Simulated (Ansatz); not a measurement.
`FCOC(F)F` + H₂ → `FCOCF` + H–F  (hydrogenolysis of a C–F bond)

Program: Ansatz. Geometries: PBE0-D4/def2-TZVP. ΔE: electronic, gas phase. CCSD(T)/CBS is the MP2 limit (def2-TZVPP, def2-QZVPP) plus CCSD(T) − MP2 in def2-TZVPP, frozen cores. This one scheme is used for every species. DFT in def2-TZVPP. One conformer a species, not always the lowest.

(1) Is it downhill or uphill in electronic energy at CCSD(T)/CBS, and by how much? (An estimate is asked.)

(2) What do these levels give: revPBE-D4, BLYP-D4, RPA@PBE/def2-TZVPP, MP2/def2-SVP, CCSD/def2-SVP, CCSD/def2-TZVPP? (Best estimate.)

(3) What do rigid-rotor, harmonic-oscillator terms from PBE0-D4/def2-TZVP frequencies (298.15 K, 1 bar) make of the CCSD(T)/CBS value? (Best estimate.)

Largest T1 diagnostic among the species: 0.012.

Answers

(1) Ansatz gave: Downhill: ΔE = -59.1 kJ/mol.

(2) The calculation gave: revPBE-D4 -45.9, BLYP-D4 -46.6, RPA@PBE/def2-TZVPP -51.2, MP2/def2-SVP -34.5, CCSD/def2-SVP -36.7, CCSD/def2-TZVPP -55.9 kJ/mol.

(3) The calculation gave: ΔZPE = +18.8 kJ/mol, ΔH = -41.8 kJ/mol, ΔS = 20 J/(mol·K), ΔG = -47.7 kJ/mol.

At CCSD(T), def2-SVP lies +26.0 kJ/mol from the extrapolated value and def2-TZVPP +5.8 kJ/mol. Leaving LDA and LC-ωPBE aside and taking each functional with its dispersion term where it has one, the values, not all of them listed here, spread over 14.0 kJ/mol, from PBE-QIDH to r2SCAN-D4. LDA lies +10.4 kJ/mol from PBE without D4.
